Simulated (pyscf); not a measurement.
HO–As(OH)–OH + H• → H₂O + HO–As•–OH, a substitution at O (doublet surface; As–O broken, H–O formed). PySCF, gas phase, ωB97X-D3(BJ)/def2-SVP geometries. Energies in eV from the separated reactants.

Small-basis levels: PySCF, no dispersion term, spherical d functions. Open shells are spin-unrestricted. 

Q: Quick HF/3-21G single points give ΔE‡ = 1.31 eV and ΔE = -0.41 eV. What does ωB97M-D3(BJ)/def2-TZVP give, and how far is the quick result from it?

A: ωB97M-D3(BJ)/def2-TZVP gives ΔE‡ = 0.69 eV and ΔE = -1.20 eV. HF/3-21G lies 0.62 eV over it in the barrier and 0.80 eV over it in the reaction energy, so on this step it does not hold to within 0.13 eV. ωB97M-D3(BJ)/def2-TZVP has limits of its own. On the product side the descent ends in a bound adduct, 0.43 eV under the separated species and 2.34 eV under the saddle at ωB97X-D3(BJ)/def2-TZVP. At ωB97X-D3(BJ)/def2-TZVP the barrier from the zero used here is 0.80 eV. This is the saddle that the search found; another between the same sides may lie lower. The angle at the attacked O is 155°. In the def2 sets elements up to Kr have no core potential.
